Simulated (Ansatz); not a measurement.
Task: Predict a relaxed structure of Al₂H₂, charge 0, singlet, at PBE-D4/def2-TZVP (Ansatz).

Result: 
Cartesian coordinates in Å:
```
Al 1.013 -0.798 -0.211
Al -0.477 0.843 0.877
H -0.795 -0.817 0.144
H 0.259 0.772 -0.810
```
Point group C2v (tolerance 0.1 Å). This is one stationary point.

The structure comes from a short search, and lower isomers may exist.
